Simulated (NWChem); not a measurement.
System: NH$_{2}$ anion

NWChem input:

```
start job
memory heap 200 mb stack 900 mb global 1100 mb
charge -1
geometry units angstroms noautosym nocenter noautoz
  N      0.000000     0.000000     0.136180
  H      0.798499     0.000000    -0.514486
  H     -0.798499     0.000000    -0.514486
end
basis spherical
  N library def2-svpd
  H library def2-svpd
end
dft
  xc m05-2x
  iterations 150
end
cosmo
  do_cosmo_smd true
  solvent clbenzen
end
task dft energy
```

Parts of the log:

```
             Northwest Computational Chemistry Package (NWChem) 7.3.0
             --------------------------------------------------------

                             Geometry "geometry" -> ""
                             -------------------------

 Output coordinates in angstroms (scale by  1.889725989 to convert to a.u.)

  No.       Tag          Charge          X              Y              Z
 ---- ---------------- ---------- -------------- -------------- --------------
    1 N                    7.0000     0.00000000     0.00000000     0.13618000
    2 H                    1.0000     0.79849900     0.00000000    -0.51448600
    3 H                    1.0000    -0.79849900     0.00000000    -0.51448600

 Effective nuclear repulsion energy (a.u.)       7.5238311997

                                 NWChem DFT Module
                                 -----------------

 Summary of "ao basis" -> "ao basis" (spherical)
 ------------------------------------------------------------------------------
       Tag                 Description            Shells   Functions and Types
 ---------------- ------------------------------  ------  ---------------------
 N                         def2-svpd                 8       20   4s2p2d
 H                         def2-svpd                 4        8   2s2p

 in cosmo_initialize ...
 calling solv_data for solv:clbenzen

 solvent parameters
 solvname_short: clbenzen
 solvname_long:  chlorobenzene
 dielec:        5.6968
 dielecinf:     2.3229
 nonaqueous SMD model solvent descriptors
 dielec:        5.6968
 sola:          0.0000
 solb:          0.0700
 solc:          0.8570
 solg:         47.4800
 solh:          0.1430
 soln:          1.5241

          ---------------
          -cosmo- solvent
          ---------------
 Cosmo: York-Karplus, doi: 10.1021/jp992097l
 dielectric constant -eps-     =   5.70
 screen = (eps-1)/(eps    )    =   0.82446
 surface charge correction     = lagrangian

   van der Waals surface
 --------------------------

[...]

                                COSMO-SMD solvation results
                                ---------------------------

             internal energy in gas <Psi(g)|H|Psi(g)> =       -55.833962054342
         internal energy in solvent <Psi(s)|H|Psi(s)> =       -55.831775820670
                               delta internal energy  =         0.002186233672 (    1.37 kcal/mol)
   total free energy in solvent <Psi(s)|H+V/2|Psi(s)> =       -55.948472809627
 polarization energy contribution <Psi(s)|V/2|Psi(s)> =        -0.116696988957 (  -73.23 kcal/mol)
    total free energy in solvent including G(SMD-CDS) =       -55.945043365830
                       G(SMD-CDS) energy contribution =         0.003429443797 (    2.15 kcal/mol)
     1 M fixed-concentration free energy of solvation =        -0.111081311487 (  -69.70 kcal/mol)

                       DFT Final Molecular Orbital Analysis
                       ------------------------------------

 Vector    3  Occ=2.000000D+00  E=-4.004348D-01
              MO Center= -1.2D-10,  4.3D-11, -1.6D-01, r^2= 1.1D+00
   Bfn.  Coefficient  Atom+Function         Bfn.  Coefficient  Atom+Function
  ----- ------------  ---------------      ----- ------------  ---------------
     5      0.445662  1 N  px                21     -0.335715  2 H  s
    29      0.335715  3 H  s                 22     -0.239697  2 H  s
    30      0.239697  3 H  s                  8     -0.143479  1 N  px
    19      0.038411  1 N  d  1

 Vector    4  Occ=2.000000D+00  E=-2.630517D-01
              MO Center= -3.6D-10,  4.6D-10,  2.9D-01, r^2= 1.1D+00
   Bfn.  Coefficient  Atom+Function         Bfn.  Coefficient  Atom+Function
  ----- ------------  ---------------      ----- ------------  ---------------
     4      0.688282  1 N  s                  7     -0.476036  1 N  pz
    22     -0.399249  2 H  s                 30     -0.399249  3 H  s
     3      0.304386  1 N  s                  2      0.222753  1 N  s
    10      0.214867  1 N  pz                21     -0.183863  2 H  s
    29     -0.183863  3 H  s                  1      0.107783  1 N  s

 Vector    5  Occ=2.000000D+00  E=-1.876909D-01
              MO Center= -1.4D-10,  1.3D-10,  5.4D-02, r^2= 1.2D+00
   Bfn.  Coefficient  Atom+Function         Bfn.  Coefficient  Atom+Function
  ----- ------------  ---------------      ----- ------------  ---------------
     6      0.543223  1 N  py                 9     -0.370690  1 N  py
    27     -0.169334  2 H  py                35     -0.169334  3 H  py
    17     -0.047071  1 N  d -1

 Vector    6  Occ=0.000000D+00  E= 1.297894D-01
              MO Center=  8.8D-10, -4.0D-10, -6.1D-01, r^2= 4.8D+00
   Bfn.  Coefficient  Atom+Function         Bfn.  Coefficient  Atom+Function
  ----- ------------  ---------------      ----- ------------  ---------------
     4      3.492314  1 N  s                 22     -1.206178  2 H  s
    30     -1.206178  3 H  s                 28     -0.733633  2 H  pz
    36     -0.733633  3 H  pz                26      0.495452  2 H  px
    34     -0.495452  3 H  px                 2     -0.221737  1 N  s
    10     -0.185708  1 N  pz                18     -0.143769  1 N  d  0

[...]
```

Level: M05-2X/def2-SVPD, SMD on the gas-phase geometry. All runs use the structure optimised with B3LYP/def2-SVPD. The gas-phase anion has a positive highest level at the geometry level, so the gas reference is doubtful. Solvent: chlorobenzene.
